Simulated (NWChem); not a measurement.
**AlH2Cl (SMILES [H][Al]([H])[Cl]): levels of theory compared**

We compute a comparison of 6 runs (HF/3-21G, TPSSh/6-311G**, r2SCAN/3-21G, PBE/6-31G*, PBE0/def2-SVP, MP2/cc-pVDZ) of AlH2Cl. 

The results are computed with NWChem 7.3.0.

### 1 The molecule

The species is AlH2Cl (4 atoms), meant as a singlet with charge 0. As SMILES, `[H][Al]([H])[Cl]`. The shape comes from GFN2-xTB, which is rough for such elements, and wasn't checked as a minimum.

Bond lengths: Al1–Cl4 2.014 Å, Al1–H2 1.538 Å, Al1–H3 1.538 Å. Angles: H2–Al1–Cl4 121.9°, H3–Al1–Cl4 121.9°, H2–Al1–H3 116.1°.

### 2 Energy and gradient at HF/3-21G (run 1)

Input file alclh2.nw:

```
start alclh2
memory stack 880 mb heap 220 mb global 1100 mb

geometry units angstrom noautosym nocenter noautoz
  Al     0.049780     0.082930    -0.002200
  H      1.587020     0.109500     0.013310
  H     -0.651090     1.451440    -0.019500
  Cl    -0.985710    -1.643880     0.008400
end

basis spherical bse
  * library 3-21G
end

scf
  thresh 1e-08
  maxiter 80
  print medium
end

task scf gradient
```

On the command line:

```bash
nwchem alclh2.nw > alclh2.out
```

The log of the run:

```text
[...]
  functions       =    30
[...]
  wavefunction    = RHF
[...]
         Total SCF energy =   -699.080553670441
      One-electron energy =  -1114.673208433677
      Two-electron energy =    342.581200200093
 Nuclear repulsion energy =     73.011454563143
        Time for solution =      0.5s
[...]
                         RHF ENERGY GRADIENTS
    atom               coordinates                        gradient
                 x          y          z           x          y          z
   1 Al      0.094071   0.156715  -0.004157   -0.035051  -0.058509   0.000168
   2 H       2.999033   0.206925   0.025152   -0.016212   0.005813  -0.000131
   3 H      -1.230382   2.742824  -0.036850    0.012750  -0.011532   0.000294
   4 Cl     -1.862722  -3.106483   0.015874    0.038514   0.064228  -0.000331
[...]
```

Wall time 1.5 s (1 thread of AMD EPYC 7R43 (Zen 3), shared host); peak memory 0.096 GiB.

### 3 Energy and forces at TPSSh/6-311G(d,p) (run 2)

Input file run.py:

```python
from ase import Atoms
from ase.calculators.nwchem import NWChem

atoms = Atoms('AlHHCl', positions=[
    [0.049780, 0.082930, -0.002200],
    [1.587020, 0.109500, 0.013310],
    [-0.651090, 1.451440, -0.019500],
    [-0.985710, -1.643880, 0.008400],
])

calc = NWChem(
    label='alclh2',
    theory='dft',
    memory='2200 mb',
    basis='6-311G**',
    basispar='spherical bse',
    dft={'xc': 'xctpssh', 'mult': '1', 'grid': 'xfine', 'convergence': 'energy 1e-08', 'iterations': '100', 'mulliken': None, 'print': 'low'},
)
atoms.calc = calc

forces = atoms.get_forces()
print(f"energy = {atoms.get_potential_energy():.6f} eV")
print("forces (eV/A):")
for s, f in zip(atoms.symbols, forces):
    print(f"{s:2s} {f[0]:10.5f} {f[1]:10.5f} {f[2]:10.5f}")
```

On the command line:

```bash
export ASE_NWCHEM_COMMAND="nwchem PREFIX.nwi > PREFIX.nwo"
python run.py
```

The log of the run:

```text
energy = -19154.698011 eV
forces (eV/A):
Al    0.81288    1.35831    0.00077
H     0.62493   -0.25654    0.00473
H    -0.51993    0.42896   -0.01203
Cl   -0.91788   -1.53078    0.00653
```

The calculator wrote alclh2.nwi:

```
title "alclh2"

permanent_dir alclh2

scratch_dir alclh2

start alclh2

geometry units angstrom nocenter noautosym noautoz
  Al 4.9779999999999998e-02 8.2930000000000004e-02 -2.2000000000000001e-03
  H  1.5870200000000001e+00 1.0950000000000000e-01 1.3310000000000001e-02
  H  -6.5108999999999995e-01 1.4514400000000001e+00 -1.9500000000000000e-02
  Cl -9.8570999999999998e-01 -1.6438800000000000e+00 8.3999999999999995e-03
end

memory 2200 mb

basis spherical bse noprint
   * library 6-311G**
end

dft
  xc xctpssh
  mult 1
  grid xfine
  convergence energy 1e-08
  iterations 100
  mulliken
  print low
end

task dft gradient
```

alclh2.nwo:

```text
Northwest Computational Chemistry Package (NWChem) 7.3.0
             --------------------------------------------------------

           Job information
           ---------------

    nwchem branch   = 7.3.0
    use scalapack   = T
    input           = alclh2.nwi
    prefix          = alclh2.
    data base       = alclh2/alclh2.db
    status          = startup
    nproc           =        1

           Memory information
           ------------------

    heap     =     72089598 doubles =      550.0 Mbytes
    stack    =     72089595 doubles =      550.0 Mbytes
    global   =    144179200 doubles =     1100.0 Mbytes (distinct from heap & stack)
    total    =    288358393 doubles =     2200.0 Mbytes
    verify   = yes
    hardfail = no

           Directory information
           ---------------------

  0 permanent = alclh2
  0 scratch   = alclh2

                                NWChem Input Module
                                -------------------

                                      alclh2
                                      ------

[... 24 lines left out ...]
            Nuclear Dipole moment (a.u.)
[... 62 lines left out ...]
   convergence    iter        energy       DeltaE   RMS-Dens  Diis-err    time
[... 11 lines left out ...]
         Total DFT energy =     -703.922174100755
      One electron energy =    -1119.192579642996
           Coulomb energy =      390.004526565305
    Exchange-Corr. energy =      -47.745575586206
 Nuclear repulsion energy =       73.011454563143
[... 16 lines left out ...]
     -------------------------------------------
      Total Density - Lowdin Population Analysis
     -------------------------------------------

    Atom       Charge   Shell Charges
 -----------   ------   -------------------------------------------------------
    1 Al  13    12.60   0.90  1.08  0.95  1.01  0.52  0.33  2.29  3.49  0.74  0.77  0.24  0.28
    2 H    1     1.18   0.26  0.54  0.37  0.01
    3 H    1     1.18   0.26  0.54  0.37  0.01
    4 Cl  17    17.05   0.90  1.08  0.93  1.03  0.87  0.89  4.50  0.93  1.71  2.73  1.47  0.01

                         DFT ENERGY GRADIENTS

    atom               coordinates                        gradient
                 x          y          z           x          y          z
   1 Al      0.094071   0.156715  -0.004157   -0.015808  -0.026415  -0.000015
   2 H       2.999033   0.206925   0.025152   -0.012153   0.004989  -0.000092
   3 H      -1.230382   2.742824  -0.036850    0.010111  -0.008342   0.000234
   4 Cl     -1.862722  -3.106483   0.015874    0.017850   0.029769  -0.000127

 Task  times  cpu:       15.4s     wall:       15.4s
 Total times  cpu:       15.4s     wall:       15.4s
```

Run time: 17 s. Hardware: 1 thread of AMD EPYC 7R43 (Zen 3), shared host; peak memory 0.12 GiB.

Runs 3 to 5 aren't shown in full; the table further down has their settings and results.

### 4 Energy and forces at MP2/cc-pVDZ (run 6)

Input file run.py:

```python
from ase import Atoms
from ase.calculators.nwchem import NWChem

system = Atoms(['Al', 'H', 'H', 'Cl'], positions=[
    [0.049780, 0.082930, -0.002200],
    [1.587020, 0.109500, 0.013310],
    [-0.651090, 1.451440, -0.019500],
    [-0.985710, -1.643880, 0.008400],
])

calc = NWChem(
    label='mymol',
    theory='mp2',
    memory='2200 mb',
    basis='cc-pVDZ',
    basispar='spherical bse',
    scf={'nopen': '0', 'rhf': None, 'thresh': '1e-08', 'maxiter': '80'},
    mp2={'freeze': 'core 10', 'tight': None},
)
system.calc = calc

forces = system.get_forces()
e = system.get_potential_energy()
print(f"E = {e:.6f} eV")
print("forces (eV/A):")
for s, f in zip(system.symbols, forces):
    print(f"{s:2s} {f[0]:10.5f} {f[1]:10.5f} {f[2]:10.5f}")
```

On the command line:

```bash
export ASE_NWCHEM_COMMAND="nwchem PREFIX.nwi > PREFIX.nwo"
python run.py
```

The log of the run:

```text
E = -19125.159337 eV
forces (eV/A):
Al    1.08891    1.81859   -0.00098
H     0.64113   -0.25140    0.00442
H    -0.52301    0.44568   -0.01260
Cl   -1.20698   -2.01287    0.00915
```

The calculator wrote mymol.nwi:

```
title "mymol"

permanent_dir mymol

scratch_dir mymol

start mymol

geometry units angstrom nocenter noautosym noautoz
  Al 4.9779999999999998e-02 8.2930000000000004e-02 -2.2000000000000001e-03
  H  1.5870200000000001e+00 1.0950000000000000e-01 1.3310000000000001e-02
  H  -6.5108999999999995e-01 1.4514400000000001e+00 -1.9500000000000000e-02
  Cl -9.8570999999999998e-01 -1.6438800000000000e+00 8.3999999999999995e-03
end

memory 2200 mb

basis spherical bse noprint
   * library cc-pVDZ
end

scf
  nopen 0
  rhf
  thresh 1e-08
  maxiter 80
end
mp2
  freeze core 10
  tight
end

task mp2 gradient
```

mymol.nwo (excerpt; [...] marks lines left out):

```text
[...]
         Total SCF energy =   -702.635476804715
[...]
                         mp2 ENERGY GRADIENTS
    atom               coordinates                        gradient
                 x          y          z           x          y          z
   1 Al      0.094071   0.156715  -0.004157   -0.021176  -0.035366   0.000019
   2 H       2.999033   0.206925   0.025152   -0.012468   0.004889  -0.000086
   3 H      -1.230382   2.742824  -0.036850    0.010171  -0.008667   0.000245
   4 Cl     -1.862722  -3.106483   0.015874    0.023472   0.039144  -0.000178
[...]
```

Run time: 64 s. Hardware: 1 thread of AMD EPYC 7R43 (Zen 3), shared host; peak memory 0.11 GiB.

### 5 Overview of the runs

```tsv
run	level	iteration cap	module	energy (Eh)	dipole moment (D)	HOMO energy (eV)	LUMO energy (eV)	wall time
1	HF/3-21G	80	scf	-699.080554	1.94	-11.68	0.92	1.5 s
2	TPSSh/6-311G**	100	dft	-703.922174	–	–	–	17 s
3	r2SCAN/3-21G	100	dft	-700.192136	1.47	–	–	6.9 s
4	PBE/6-31G* (spherical functions)	100	dft	-703.496633	0.73	-7.16	-2.25	11 s
5	PBE0/def2-SVP	100	dft	-703.382006	0.51	-8.40	-1.39	8.4 s
6	MP2/cc-pVDZ	80	mp2	-702.836648	0.57	-11.60	1.26	64 s
```

### 6 Results

```
                                                      quantity          value
                                           run 6: total energy  -702.83665 Eh
run 6: dipole moment (of the density that the program reports)         0.57 D
                    run 6: HOMO energy (Hartree–Fock orbitals)      -11.60 eV
                    run 6: LUMO energy (Hartree–Fock orbitals)        1.26 eV
                  run 6: HOMO–LUMO gap (Hartree–Fock orbitals)       12.86 eV
           run 6: correlation energy (10 core orbitals frozen)     -201.2 mEh
                               run 6: largest force on an atom     2.347 eV/Å
```

**Reading.** Over runs 1, 3, 4, 5, 6 the dipole moment (its size) runs from 0.51 D (PBE0/def2-SVP) to 1.94 D (HF/3-21G). The two ends differ in method and basis. Over runs 1, 4, 5 the HOMO–LUMO gap runs from 4.91 eV (PBE/6-31G*) to 12.61 eV (HF/3-21G). Totals of different functionals can't be ranked against each other. All runs together took 1.8 min, the longest 64 s.
